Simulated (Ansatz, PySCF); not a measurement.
Reaction: C3H6 (SMILES C(=C)C) → C3H6 (SMILES C1CC1)
Each species at its own B3LYP-D3(BJ)/def2-TZVP minimum (Ansatz, an electronic-structure program).

Total energies in hartree (Ansatz). Radicals and triplets start from unrestricted determinants; spin-orbit coupling is neglected. Correlated methods leave the cores frozen. No relativity.

```csv
species,HF/cc-pVTZ,CCSD(T)/cc-pVTZ,HF/cc-pVQZ,CCSD(T)/cc-pVQZ,CCSD(T)/cc-pVDZ,CCSDT(Q)/cc-pVDZ
"1: C3H6 (prop-1-ene, SMILES C=CC)",-117.11649,-117.68229,-117.12419,-117.71699,-117.55627,-117.55799
2: C3H6 (SMILES C1CC1),-117.10117,-117.67025,-117.10867,-117.70489,-117.54307,-117.54454
```

Problem. Work out the isomerisation energy (enthalpy at 298 K, ideal-gas terms from PySCF's Hessians at B3LYP-D3(BJ)/def2-TZVP) in kcal/mol: take Hartree-Fock from cc-pVQZ, extrapolate the CCSD(T) correlation energy as X^-3 (X = 3, 4), and add CCSDT(Q) - CCSD(T) in cc-pVDZ. The further terms named in the bracket sum to +0.00100 hartree. 1 hartree = 627.51 kcal/mol.

Solution. 
Species 1: correlation (64·(-0.59280) - 27·(-0.56580))/37 = -0.61250; step -0.00172; E1 = -117.12419 + (-0.61250) + (-0.00172) = -117.73841
Species 2: correlation (64·(-0.59622) - 27·(-0.56908))/37 = -0.61602; step -0.00147; E2 = -117.10867 + (-0.61602) + (-0.00147) = -117.72616
-1·E1 +1·E2 +0.00100 = 0.01325 hartree = 8.3 kcal/mol. From measured enthalpies of formation at 298 K: 8.0 kcal/mol (Active Thermochemical Tables 1.112 (ions: stationary electron), as tabulated in the package chemicals). The calculations leave out spin-orbit terms. The composite differs from it by +0.4 kcal/mol; core, relativistic and spin-orbit terms are not in it.
